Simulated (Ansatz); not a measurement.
# Na₂− (doublet): from Hartree-Fock to the top rungs at distance Na1–Na2 = 12.288 Å, aug-cc-pVTZ

How much of the correlation energy of Na₂− (doublet) does each wave-function method recover here?

Method: aug-cc-pVTZ, core rule «outside noble gas», up to 10 orbitals frozen; program: Ansatz 0.2.0, Gaussian basis.

The runs, in order: UHF; CCSD(T) on ROHF; CCSD(T) on UHF; BCCD(T) on ROHF; Full CI.

51 further runs of the same task are left out: 22 for a known fault of the program, 25 that didn't finish, 4 set aside as unsound or not needed. Runs told in other sessions of the task aren't counted.

## Step 1: The geometry

The geometry derives from a PBE0/def2-TZVPD stationary point (not a proven minimum). One bond is set to the value named and the two fragments are kept rigid.

2 atoms, charge -1, spin multiplicity 2.

Atoms are counted from 1 here; the program's logs count them from 0.

No contacts short enough for the rule that draws bonds.

As a file:

```xyz
2

Na    0.0000    0.0000    0.0000
Na    0.0000    0.0000   12.2880
```

## Step 2: UHF

in.yaml reads:

```yaml
crystal:
  periodic: [false, false, false]
  atoms:
    - {symbol: Na, position_ang: [0.000000, 0.000000, 0.000000]}
    - {symbol: Na, position_ang: [0.000000, 0.000000, 12.288000]}
basis:
  gaussian: {orbitals: aug-cc-pVTZ}
total_charge: -1
magnetization: {spin_polarized: true, initial_magnetization: 1}
hamiltonian: {xc: hf}
output: {orbitals: {seedname: orbitals}}
```

Command:

```
$ ansatz run in.yaml --threads 1 --pin off --events-out ev --progress --plain --max-ram 2393MiB
```

The runs that follow: CCSD(T) on ROHF; CCSD(T) on UHF; BCCD(T) on ROHF; Full CI.

Q: Predict the results of all the runs planned. Wanted: FCI from the RHF energy; RMP2 from FCI; UMP2 from FCI; RCCSD from FCI; RCCSD(T) from FCI; UCCSD(T) from FCI; T1 diagnostic; effectively unpaired electrons.

The runs gave:

| quantity | value |
| --- | --- |
| FCI from the ROHF energy | -0.6600 eV |
| RMP2 from FCI | +222.3 meV |
| UMP2 from FCI | +221.2 meV |
| RCCSD from FCI | +10.4 meV |
| RCCSD(T) from FCI | +9.6 meV |
| UCCSD(T) from FCI | +8.6 meV |
| levels within 1 kcal/mol (43 meV) | RCCSD, UCCSD, RCCSD(T), UCCSD(T), BCCD(T) |
| T1 diagnostic | 0.042 |
| effectively unpaired electrons | 1.24 |

RCCSD(T) misses by +9.6 meV, 1.5 % of the correlation energy. The occupations show static correlation (1.24 effectively unpaired electrons where one determinant has 1). Coupled cluster took another determinant than the lowest Hartree-Fock one. These misses are within one basis, not against nature; the frozen cores of restricted and unrestricted runs differ, which can shift their rows.

Levels on UHF freeze UHF's core orbitals, full CI those of ROHF, so the U rows can settle a little off it for that reason alone.
